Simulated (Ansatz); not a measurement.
Species: N₂H₃ (charge -1, singlet). It need not be the lowest isomer of its formula. Whether it binds its extra electron was not tested at this geometry. 
Coordinates optimised at B3LYP-D3(BJ)/def2-TZVP (Ansatz, a quantum-chemistry and plane-wave program):
```xyz
5

N     -0.0117     0.8129     0.0953
N     -0.0002    -0.6760    -0.0870
H     -0.8151     1.0690    -0.4970
H     -0.0399    -1.0945     0.8481
H      0.9385    -0.9330    -0.4092
```
Charge -1, spin multiplicity 1.

Basis-set convergence of Hartree-Fock and CCSD correlation energies (hartree) with Ansatz. Cores are frozen in the correlated levels unless marked. No spin-orbit coupling. No relativistic terms.

```csv
basis,functions,E(HF),"E(corr, CCSD)"
aug-cc-pVDZ,73,-110.53437,-0.41071
aug-cc-pVTZ,161,(withheld),(withheld)
```

Task: Some entries are withheld; supply them.

Result: 
- aug-cc-pVTZ, E(HF): -110.55826
- aug-cc-pVTZ, E(corr, CCSD): -0.48025
